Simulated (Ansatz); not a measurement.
# AlBS+ (doublet): the correlation ladder, def2-QZVPP

One table from this session's results is given with a row withheld; the runs are named, their logs left out.

Program: Ansatz 0.2.0, Gaussian basis. Level of theory: def2-QZVPP, core rule «outside noble gas», up to 11 orbitals frozen. These are calculated values, not measurements.

Plan: UHF; ROHF; CCSD(T) on UHF.

2 further runs of the same task are left out: 2 set aside as unsound or not needed.

## The system

The geometry is a PBE0/def2-TZVP stationary point (not a proven minimum) of the parent state, kept for this charge and spin.

3 atoms, charge 1, spin multiplicity 2.

Atoms are counted from 1 here; the program's logs count them from 0.

Bond lengths: Al1–B2 2.231 Å, B2–S3 1.617 Å. Angles: Al1–B2–S3 180.0°.

The first run:

Input file in.yaml:

```yaml
crystal:
  periodic: [false, false, false]
  atoms:
    - {symbol: Al, position_ang: [0.000000, 0.000000, 2.026204]}
    - {symbol: B, position_ang: [0.000000, 0.000000, -0.204465]}
    - {symbol: S, position_ang: [0.000000, 0.000000, -1.821740]}
basis:
  gaussian: {orbitals: "def2-QZVPP.json"}
total_charge: 1
magnetization: {spin_polarized: true, initial_magnetization: 1}
hamiltonian: {xc: hf}
output: {orbitals: {seedname: orbitals}}
```

On the command line:

```console
$ ansatz run in.yaml --threads 1 --pin off --events-out ev --progress --plain --max-ram 2393MiB
```

Among the steps run: UHF; ROHF; CCSD(T) on UHF.

One of the session's tables, all rows but one given; the rest of the session is left out.

It belongs to the step «Misses and costs». 

| method | from UCCSD(T) (kJ/mol) |
| --- | --- |
| ROHF | +913.0 |
| UHF | +895.9 |
| UMP2 | ? |
| UCCSD | +57.9 |
| UCCSD(T) | 0 |

Q: Estimate the row for UMP2 from the others.

As computed: from UCCSD(T) (kJ/mol): +130.6. In the column «from UCCSD(T) (kJ/mol)» it lies between UCCSD (+57.9) and UHF (+895.9).
